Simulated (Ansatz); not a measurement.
Basis-set extrapolation for C$_{8}$H$_{18}$, SMILES `CCCCC(C)CC` (PBE0-D4/def2-TZVP geometry, frozen core, Ansatz 0.2.0). Multiplicity 1, RHF reference.

|  | def2-TZVPP | def2-QZVPP |
| --- | --- | --- |
| HF | -313.547603 | -313.562480 |
| MP2 correlation | -1.419923 | -1.506959 |
| CCSD(T) correlation | -1.569891 | not run |

Energies in hartree. Use E(X) = E(∞) + A·exp(−7.88·√X) for Hartree–Fock and E(X) = E(∞) + B·X^(−2.97) for correlation, with X = 3 and 4, and add CCSD(T) minus MP2 of the smaller set to the MP2 limit.

Q: What is the CCSD(T) energy at the basis-set limit?

A: HF limit: -313.562480 + (-0.014877) × 0.13774 = -313.56453. MP2 limit: -1.506959 + (-0.087036) × 0.74074 = -1.57143. Higher-order term: -1.569891 − (-1.419923) = -0.14997. Total: -315.28593 hartree, 4.58 eV below CCSD(T)/def2-TZVPP.
